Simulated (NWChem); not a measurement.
# B3LYP/cc-pVDZ-DK (DKH3) run of C2H3Cl3 (1,1,2-trichloroethane)

Aim: the energy change on altering one bond length of C2H3Cl3 (1,1,2-trichloroethane) at B3LYP/cc-pVDZ-DK (DKH3), from 2 runs. 

The calculation is run with NWChem 7.3.0.

2 further runs of the same task are left out: 1 that didn't finish, 1 set aside as unsound or not needed.

## 1. The structure to begin with

The species is C2H3Cl3 (8 atoms), meant as a singlet with charge 0. SMILES: `ClCC(Cl)Cl`. The shape is that of a GFN2-xTB optimisation. This is one conformer, not always the lowest.

Bond lengths: Cl1–C2 1.780 Å, C2–C3 1.514 Å, C3–Cl4 1.777 Å, C3–Cl5 1.781 Å, C2–H6 1.091 Å, C2–H7 1.090 Å, C3–H8 1.092 Å. Some angles: Cl1–C2–C3 109.6°, C2–C3–Cl4 110.9°, C2–C3–Cl5 108.8°, Cl4–C3–Cl5 109.5°, Cl1–C2–H6 107.7°, Cl1–C2–H7 107.9°, C3–C2–H6 110.2°, C3–C2–H7 111.1°, C2–C3–H8 112.2°, Cl4–C3–H8 107.6°.

## 2. The charge distribution at B3LYP/cc-pVDZ-DK (DKH3)

job.nw reads:

```
start job
title "C2H3Cl3 properties"
memory stack 880 mb heap 220 mb global 1100 mb

geometry noautoz
  Cl      -1.647350      -1.057680       0.886610
  C       -0.763990       0.209490       0.002410
  C        0.690240      -0.188900      -0.135820
  Cl       1.493080      -0.217700       1.448850
  Cl       1.508910       0.984340      -1.196910
  H       -1.223380       0.307770      -0.981890
  H       -0.864280       1.140590       0.560600
  H        0.806760      -1.177910      -0.583850
end

basis spherical bse
  * library cc-pVDZ-DK
end

relativistic
  douglas-kroll dk3
end

dft
  xc b3lyp
  grid coarse
  convergence energy 1e-08
  mulliken
end

property
  electrondensity
  mulliken
  efield
  efieldgrad
  quadrupole
  moldenfile
  molden_norm janpa
end

task dft property
```

Run with:

```console
$ nwchem job.nw > job.out
```

Log:

```text
Northwest Computational Chemistry Package (NWChem) 7.3.0
             --------------------------------------------------------

           Job information
           ---------------

    nwchem branch   = 7.3.0
    use scalapack   = T
    input           = job.nw
    prefix          = job.
    data base       = ./job.db
    status          = startup
    nproc           =        1

           Memory information
           ------------------

    heap     =     28835838 doubles =      220.0 Mbytes
    stack    =    115343355 doubles =      880.0 Mbytes
    global   =    144179200 doubles =     1100.0 Mbytes (distinct from heap & stack)
    total    =    288358393 doubles =     2200.0 Mbytes
    verify   = yes
    hardfail = no

           Directory information
           ---------------------

  0 permanent = .
  0 scratch   = .

                                NWChem Input Module
                                -------------------

                                C2H3Cl3 properties
                                ------------------

 Scaling coordinates for geometry "geometry" by  1.889725989
 (inverse scale =  0.529177249)

 C1  symmetry detected

                             Geometry "geometry" -> ""
                             -------------------------

 Output coordinates in angstroms (scale by  1.889725989 to convert to a.u.)

  No.       Tag          Charge          X              Y              Z
 ---- ---------------- ---------- -------------- -------------- --------------
    1 Cl                  17.0000    -0.32558119    -2.26534986    -0.08056213
    2 C                    6.0000    -0.86253048    -0.64221615     0.41438910
    3 C                    6.0000    -0.10019326     0.40484744    -0.36989836
[... 4 lines of this table left out ...]
    8 H                    1.0000    -0.17038338     0.24572913    -1.44795369

      Atomic Mass
      -----------

      Cl                34.968850
      C                 12.000000
      H                  1.007825

 Effective nuclear repulsion energy (a.u.)     342.2308536431

            Nuclear Dipole moment (a.u.)
            ----------------------------
        X                 Y               Z
 ---------------- ---------------- ----------------
     0.0000000000     0.0000000000     0.0000000000

            XYZ format geometry
            -------------------
     8
 geometry
 Cl                   -0.32558119    -2.26534986    -0.08056213
 C                    -0.86253048    -0.64221615     0.41438910
 C                    -0.10019326     0.40484744    -0.36989836
[... 4 lines of this table left out ...]
 H                    -0.17038338     0.24572913    -1.44795369

 ==============================================================================
                                internuclear distances
 ------------------------------------------------------------------------------
       center one      |      center two      | atomic units |  angstroms
 ------------------------------------------------------------------------------
    2 C                |   1 Cl               |     3.36342  |     1.77985
    3 C                |   2 C                |     2.86130  |     1.51414
    4 Cl               |   3 C                |     3.35742  |     1.77667
    5 Cl               |   3 C                |     3.36595  |     1.78119
    6 H                |   2 C                |     2.06105  |     1.09066
    7 H                |   2 C                |     2.06022  |     1.09022
    8 H                |   3 C                |     2.06357  |     1.09199
 ------------------------------------------------------------------------------
                         number of included internuclear distances:          7
 ==============================================================================

 ==============================================================================
                                 internuclear angles
 ------------------------------------------------------------------------------
        center 1       |       center 2       |       center 3       |  degrees
 ------------------------------------------------------------------------------
    1 Cl               |   2 C                |   3 C                |   109.55
    1 Cl               |   2 C                |   6 H                |   107.66
    1 Cl               |   2 C                |   7 H                |   107.94
    3 C                |   2 C                |   6 H                |   110.23
    3 C                |   2 C                |   7 H                |   111.09
    6 H                |   2 C                |   7 H                |   110.26
    2 C                |   3 C                |   4 Cl               |   110.91
    2 C                |   3 C                |   5 Cl               |   108.81
    2 C                |   3 C                |   8 H                |   112.22
    4 Cl               |   3 C                |   5 Cl               |   109.53
    4 Cl               |   3 C                |   8 H                |   107.64
    5 Cl               |   3 C                |   8 H                |   107.64
 ------------------------------------------------------------------------------
                            number of included internuclear angles:         12
 ==============================================================================

 Summary of "ao basis" -> "" (spherical)
 ------------------------------------------------------------------------------
       Tag                 Description            Shells   Functions and Types
 ---------------- ------------------------------  ------  ---------------------
[... 14 lines left out ...]
  convergence criterion.
[... 42 lines left out ...]
          Convergence on energy requested:  1.00D-08
          Convergence on density requested:  1.00D-05
          Convergence on gradient requested:  5.00D-04
[... 22 lines left out ...]
          Spatial weights used:  Erf1
[... 1 line left out ...]
          Convergence Information
[... 1 line left out ...]
          Convergence aids based upon iterative change in
          total energy or number of iterations.
[... 55 lines left out ...]
   convergence    iter        energy       DeltaE   RMS-Dens  Diis-err    time
[... 11 lines left out ...]
         Total DFT energy =    -1462.965516016218
      One electron energy =    -2698.205390412717
           Coulomb energy =      990.262368812655
    Exchange-Corr. energy =      -97.253348059287
 Nuclear repulsion energy =      342.230853643131
[... 5 lines left out ...]
                       DFT Final Molecular Orbital Analysis
[... 875 lines left out ...]
 Principal components (a.u.) and orientation
 of principal axis w.r.t. absolute frame                      Asymmetry parameter eta
 --------------------------------------------------------------------------------------
       -0.349784       0.249183       0.100601                       0.424783

       -0.257653       0.679800       0.686649
        0.939461       0.010112       0.342505
        0.225892       0.733328      -0.641251

 ------------------------------------------------------------
   Atom      X         Y         Z
 ------------------------------------------------------------
    3 C   -0.18934   0.76505  -0.69901
 ------------------------------------------------------------

 Electric field gradient in molecular frame (a.u.)
         XX             YY             ZZ             XY             XZ             YZ
 ------------------------------------------------------------------------------------------
       -0.199330      -0.116105       0.315436       0.153243      -0.081552      -0.094044

 Principal components (a.u.) and orientation
 of principal axis w.r.t. absolute frame                      Asymmetry parameter eta
 --------------------------------------------------------------------------------------
        0.358688      -0.316610      -0.042077                       0.765381

       -0.207846       0.797412       0.566511
       -0.254177      -0.603293       0.755931
        0.944560       0.013123       0.328076

 ------------------------------------------------------------
   Atom      X         Y         Z
 ------------------------------------------------------------
    4 Cl   3.06585   0.74316   0.12290
 ------------------------------------------------------------

 Electric field gradient in molecular frame (a.u.)
         XX             YY             ZZ             XY             XZ             YZ
 ------------------------------------------------------------------------------------------
       -3.395713       1.876592       1.519121       0.035286      -1.397598      -0.007647

 Principal components (a.u.) and orientation
 of principal axis w.r.t. absolute frame                      Asymmetry parameter eta
 --------------------------------------------------------------------------------------
       -3.765524       1.900234       1.865290                       0.009280

        0.966749      -0.212637      -0.142060
       -0.005700      -0.573296       0.819328
        0.255662       0.791275       0.555446

 ------------------------------------------------------------
   Atom      X         Y         Z
 ------------------------------------------------------------
    5 Cl  -1.49932   3.79194  -0.02705
 ------------------------------------------------------------

 Electric field gradient in molecular frame (a.u.)
         XX             YY             ZZ             XY             XZ             YZ
 ------------------------------------------------------------------------------------------
        0.968653      -2.620860       1.652206       1.924469       0.432890      -0.986655

 Principal components (a.u.) and orientation
 of principal axis w.r.t. absolute frame                      Asymmetry parameter eta
 --------------------------------------------------------------------------------------
       -3.675485       1.870290       1.805195                       0.017710

       -0.390936       0.128451       0.911411
        0.898820      -0.159974       0.408081
        0.198221       0.978728      -0.052915

 ------------------------------------------------------------
   Atom      X         Y         Z
 ------------------------------------------------------------
    6 H   -3.64735  -1.07380   0.38498
 ------------------------------------------------------------

 Electric field gradient in molecular frame (a.u.)
         XX             YY             ZZ             XY             XZ             YZ
 ------------------------------------------------------------------------------------------
       -0.282267       0.143430       0.138837       0.028296      -0.088177       0.005569

 Principal components (a.u.) and orientation
 of principal axis w.r.t. absolute frame                      Asymmetry parameter eta
 --------------------------------------------------------------------------------------
       -0.301853       0.156557       0.145297                       0.037304

        0.978357      -0.197617       0.061368
       -0.064629      -0.010088       0.997858
        0.196574       0.980227       0.022641

 ------------------------------------------------------------
   Atom      X         Y         Z
 ------------------------------------------------------------
    7 H   -1.28662  -1.02080   2.80532
 ------------------------------------------------------------

 Electric field gradient in molecular frame (a.u.)
         XX             YY             ZZ             XY             XZ             YZ
 ------------------------------------------------------------------------------------------
        0.144093       0.141440      -0.285533      -0.006263      -0.074169      -0.040099

 Principal components (a.u.) and orientation
 of principal axis w.r.t. absolute frame                      Asymmetry parameter eta
 --------------------------------------------------------------------------------------
       -0.301693       0.156555       0.145138                       0.037843

        0.164684       0.984840      -0.054496
        0.091199       0.039811       0.995037
        0.982121      -0.168837      -0.083260

 ------------------------------------------------------------
   Atom      X         Y         Z
 ------------------------------------------------------------
    8 H   -0.32198   0.46436  -2.73624
 ------------------------------------------------------------

 Electric field gradient in molecular frame (a.u.)
         XX             YY             ZZ             XY             XZ             YZ
 ------------------------------------------------------------------------------------------
        0.143859       0.139592      -0.283451      -0.001996      -0.028817      -0.061076

 Principal components (a.u.) and orientation
 of principal axis w.r.t. absolute frame                      Asymmetry parameter eta
 --------------------------------------------------------------------------------------
       -0.293988       0.149395       0.144593                       0.016333

        0.065665       0.490795       0.868797
        0.139482       0.857613      -0.495019
        0.988045      -0.153687       0.012142

          ---------------------
          Electron/spin density
          ---------------------

 1 a.u. = 4.80286 10**(-10) esu

 Total electron density
 ----------------------
   Point      X         Y         Z      Density (a.u.)
    1 Cl  -0.61526  -4.28089  -0.15224    3988.257105
    2 C   -1.62995  -1.21361   0.78308     124.536947
    3 C   -0.18934   0.76505  -0.69901     124.573444
[... 4 lines of this table left out ...]
    8 H   -0.32198   0.46436  -2.73624       0.376475
 MOLDEN output will be written to the file ./job.molden
  do_norm_janpa  T
  do_norm_nwchem  F
  molden scftype: RHF                  spinref:                     1

 Task  times  cpu:       56.2s     wall:       56.2s
 Total times  cpu:       56.2s     wall:       56.2s
```

It took 57 s on 1 thread of Intel Xeon 6975P-C (Granite Rapids), shared host; peak memory 0.12 GiB.

Atomic charges (e):

```
atom  Mulliken  Löwdin
 Cl1    -0.103  +0.070
  C2    +0.034  -0.130
  C3    -0.119  -0.220
 Cl4    -0.039  +0.090
 Cl5    -0.049  +0.090
  H6    +0.083  +0.040
  H7    +0.086  +0.040
  H8    +0.109  +0.030
```

## 3. The distorted shape at the same level

run.nw reads:

```
start run
title "1,1,2-trichloroethane"
memory total 2200 mb
charge 0

geometry noautoz
  Cl      -2.010908      -0.958082       0.921168
  C       -1.127548       0.309088       0.036968
  C        0.690240      -0.188900      -0.135820
  Cl       1.493080      -0.217700       1.448850
  Cl       1.508910       0.984340      -1.196910
  H       -1.586938       0.407368      -0.947332
  H       -1.227838       1.240188       0.595158
  H        0.806760      -1.177910      -0.583850
end

basis spherical bse
  Cl library cc-pVDZ-DK
  C library cc-pVDZ-DK
  H library cc-pVDZ-DK
end

relativistic
  douglas-kroll dk3
end

dft
  xc b3lyp
  grid coarse
  convergence energy 1e-08
  mulliken
  print medium
end

property
  electrondensity
  mulliken
  efield
  efieldgrad
  quadrupole
  moldenfile
  molden_norm janpa
end

task dft property
```

Run with:

```console
$ nwchem run.nw > run.out
```

Log, shortened:

```text
[...]
          Wavefunction type:  closed shell.
          No. of atoms     :     8
          No. of electrons :    66
[...]
          Charge           :     0
          Spin multiplicity:     1
[...]
          AO basis - number of functions:    97
[...]
              XC Information
              --------------
                         B3LYP Method XC Potential
                     Hartree-Fock (Exact) Exchange  0.200
                        Slater Exchange Functional  0.800 local
                    Becke 1988 Exchange Functional  0.720 non-local
              Lee-Yang-Parr Correlation Functional  0.810
                  VWN I RPA Correlation Functional  0.190 local
[...]
 d= 0,ls=0.0,diis     1  -1462.7963332540 -1.79D+03  1.57D-02  1.07D+00    11.6
[...]
 d= 0,ls=0.0,diis     8  -1462.9294149819 -6.98D-09  6.93D-06  6.10D-07    53.7
         Total DFT energy =    -1462.929414981912
      One electron energy =    -2664.824447597363
           Coulomb energy =      973.570182275049
    Exchange-Corr. energy =      -97.128407240006
 Nuclear repulsion energy =      325.453257580408
[...]
      Total Density - Mulliken Population Analysis
     ---------------------------------------------
    Atom       Charge   Shell Charges
 -----------   ------   -------------------------------------------------------
    1 Cl  17    17.09   2.00  2.03  0.98  0.92  6.00  3.07  2.05  0.04
    2 C    6     6.02   2.01  0.69  0.51  1.95  0.80  0.06
    3 C    6     6.11   2.01  0.71  0.59  1.88  0.83  0.10
    4 Cl  17    17.03   2.00  2.03  0.99  0.91  6.00  3.07  1.99  0.04
    5 Cl  17    17.04   2.00  2.03  0.99  0.92  6.00  3.07  2.01  0.04
    6 H    1     0.91   0.74  0.14  0.03
    7 H    1     0.91   0.74  0.14  0.03
    8 H    1     0.88   0.74  0.12  0.03
[...]
```

Wall time 55 s (1 thread of Intel Xeon 6975P-C (Granite Rapids), shared host); peak memory 0.29 GiB.

Atomic charges (e):

```
atom  Mulliken  Löwdin
 Cl1    -0.094  +0.070
  C2    -0.022  -0.100
  C3    -0.115  -0.210
 Cl4    -0.030  +0.090
 Cl5    -0.044  +0.080
  H6    +0.090  +0.030
  H7    +0.094  +0.030
  H8    +0.119  +0.020
```

## 4. Summary of results

At B3LYP/cc-pVDZ-DK (DKH3):

| quantity | value |
| --- | --- |
| first shape: total energy | -1462.96552 Eh |
| first shape: dipole moment | 1.33 D |
| first shape: HOMO energy | -8.27 eV |
| first shape: LUMO energy | -0.22 eV |
| first shape: HOMO–LUMO gap | 8.05 eV |
| distorted shape: total energy | -1462.92941 Eh |
| distorted shape: dipole moment | 1.27 D |
| distorted shape: HOMO energy | -7.84 eV |
| distorted shape: LUMO energy | -0.44 eV |
| distorted shape: HOMO–LUMO gap | 7.40 eV |
| energy change with the C2–C3 bond stretched from 1.514 to 1.893 Å | 0.982 eV |

With the C2–C3 bond stretched from 1.514 to 1.893 Å the energy rises by 0.98 eV (22.7 kcal/mol). The first shape isn't relaxed at this level, so the change isn't measured from a minimum. Mulliken charges (first shape) run from -0.12 on C3 to +0.11 on H8; they depend strongly on the basis.
